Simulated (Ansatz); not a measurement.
Consider the deprotonation: CH₄ → `[CH3-]` + H⁺.

Calculated with Ansatz (gas phase, PBE0-D4/def2-TZVP geometries, no zero-point term in ΔE). CCSD(T)/CBS is extrapolated from def2-TZVPP and def2-QZVPP, frozen cores. Functionals use def2-TZVPP. HSE06 is defined as in plane-wave codes. Anions take the def2 sets with diffuse functions and neutrals don't, so finite-basis rows favour the anion.

(1) Is it downhill or uphill in electronic energy at CCSD(T)/CBS, and by how much? (Best estimate.)

(2) What do these levels give: revPBE-D4, B97M-V, CAM-B3LYP-D4, ωB97M-V, BLYP, PBE0, HSE06, LC-ωPBE, HF/def2-SVP, CCSD(T)/def2-SVP, MP2/def2-TZVPP, HF/CBS(def2)? (Estimate.)

Largest T1 diagnostic among the species: 0.011.

Answers

(1) The calculation gave: Uphill: ΔE = +1793.3 kJ/mol.

(2) Ansatz gave: revPBE-D4 1785.4, B97M-V 1795.1, CAM-B3LYP-D4 1790.7, ωB97M-V 1781.4, BLYP 1779.9, PBE0 1799.3, HSE06 1799.0, LC-ωPBE 1811.9, HF/def2-SVP 1832.3, CCSD(T)/def2-SVP 1786.8, MP2/def2-TZVPP 1789.1, HF/CBS(def2) 1822.7 kJ/mol.

In def2-TZVPP, CCSD(T) changes the Hartree–Fock value by −29.9 kJ/mol (the triples alone add −7.5 kJ/mol) and MP2 by −36.1 kJ/mol. At CCSD(T), def2-SVP lies −6.6 kJ/mol from the extrapolated value and def2-TZVPP +2.0 kJ/mol.
